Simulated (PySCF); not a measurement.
**Frontier orbitals and the lowest excitations**

Compound: tetrafluoroethylene, C2F4.
Structure used (PBE0-D3(BJ)/def2-TZVP), in Å, numbered top down from 1:
```xyz
6
C2F4 angstrom
F     -1.7114   -0.3907   -0.1235
C     -0.5162    0.0652   -0.4077
F     -0.4563    0.6757   -1.5659
C      0.5241   -0.0757    0.3928
F      0.4646   -0.6856    1.5511
F      1.7195    0.3808    0.1086
```

Computed with TDDFT CAM-B3LYP/aug-cc-pVTZ, vertical, gas phase, core orbitals frozen in the response (PySCF 2.14.0, density-fitted response routines). Isolated species at its PBE0-D3(BJ)/def2-TZVP geometry, gas phase.

Kohn–Sham orbitals with the atoms that hold most of them (Löwdin shares over 4%, at most four atoms; ? is withheld):

```json
{"orbital": "HOMO-3", "ε (eV)": "-14.86", "atoms": "F1 22%, F5 22%, F3 22%, F6 22%"}
{"orbital": "HOMO-2", "ε (eV)": "-14.64", "atoms": "F6 19%, F3 19%, F1 19%, F5 19%"}
{"orbital": "HOMO-1", "ε (eV)": "-14.28", "atoms": "F6 23%, F3 23%, F5 22%, F1 22%"}
{"orbital": "HOMO", "ε (eV)": "?", "atoms": "?"}
{"orbital": "LUMO", "ε (eV)": "0.53", "atoms": "?"}
{"orbital": "LUMO+1", "ε (eV)": "0.97", "atoms": "C2 43%, C4 43%"}
{"orbital": "LUMO+2", "ε (eV)": "1.28", "atoms": "C2 39%, C4 39%, F3 5%, F6 5%"}
```

Problem. Give the leading atoms of the LUMO.

Solution. C2 (bonded to C and 2 F) 42%; C4 (bonded to C and 2 F) 42%; F1 (bonded to C) 4%; F5 (bonded to C) 4%. By element: carbon 83%, fluorine 8% or more.

Problem. Give the leading atoms of the HOMO.

Solution. C4 (bonded to C and 2 F) 30%; C2 (bonded to C and 2 F) 30%; F5 (bonded to C) 10%; F1 (bonded to C) 10%. By element: carbon 60%, fluorine 20% or more.

Problem. What is the HOMO energy, and the HOMO–LUMO gap?

Solution. ε(HOMO) = -9.10 eV; the gap is 9.63 eV (0.3540 hartree).

Problem. How does S1 compare with the orbital gap of 9.63 eV?

Solution. S1 is at 6.42 eV (f = 0.017), 3.21 eV below the gap, made of HOMO→LUMO (94%). Without the coupling terms of the response equations the lowest excitation would equal the gap.

Problem. Give energy, strength and leading configuration of S1 and S3, and follow the Löwdin shares of the leading atoms from the occupied to the empty orbital.

Solution. 
- S1 (6.42 eV, f 0.017), HOMO→LUMO (94%): C4 30% → 42%, C2 30% → 42%
- S3 (7.49 eV, f 0.0000), HOMO→LUMO+1 (89%): C4 30% → 43%, C2 30% → 43%
